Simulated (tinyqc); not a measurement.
Worked calculation: UKS/PBE in the sto-3g basis, for NH, spin multiplicity 3. One step of it, computed by the program tinyqc.

Question. Orthogonalisation. S = U s U^T; symmetric (Loewdin) form X = U s^(-1/2) U^T, so that X^T S X = 1.

overlap S, lower triangle:
```
,1N 1s,1N 2s,1N 2px,1N 2py,1N 2pz,2H 1s
1N 1s,1.000000
1N 2s,0.235038,1.000000
1N 2px,0.000000,0.000000,1.000000
1N 2py,0.000000,0.000000,0.000000,1.000000
1N 2pz,0.000000,0.000000,0.000000,0.000000,1.000000
2H 1s,0.057729,0.491789,0.000000,0.000000,0.437985,1.000000
```

Give: eigenvalues of S; X.

Answer.

eigenvalues of S: 0.3301  0.8339  1.0000  1.0000  1.1361  1.6998

X, lower triangle:
```
,1N 1s,1N 2s,1N 2px,1N 2py,1N 2pz,2H 1s
1N 1s,1.0229
1N 2s,-0.1342,1.1635
1N 2px,0.0000,0.0000,1.0000
1N 2py,0.0000,0.0000,0.0000,1.0000
1N 2pz,-0.0108,0.1239,0.0000,0.0000,1.1082
2H 1s,0.0254,-0.3558,0.0000,0.0000,-0.3117,1.2460
```
